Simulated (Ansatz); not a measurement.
# fcc Al

The numbers are results of PBE in Ansatz (PAW), not measurements.

Settings: plane-wave cutoff 500 eV, 30×30×30 k mesh, Fermi–Dirac smearing 0.1 eV, scalar-relativistic PAW data made under PBE.

Cell: relaxed at this level.

For fcc Al, the volume per atom comes out as 16.50 Å³/atom and the equilibrium lattice constant a is 4.041 Å.

Measured, for comparison: equilibrium volume per atom 16.22 Å³/atom, lattice constant a 4.018 Å (static lattice: zero-point anharmonic expansion removed; as tabulated in Mejia-Rodriguez and Trickey (2018), arXiv:1807.09216). Computed (rounded) less measured: equilibrium volume per atom +1.7 %, lattice constant a +0.6 %.

The computed numbers hold no vibrational or temperature effects.

It cost roughly 30 core-seconds of CPU time.

Ansatz is an electronic-structure program.
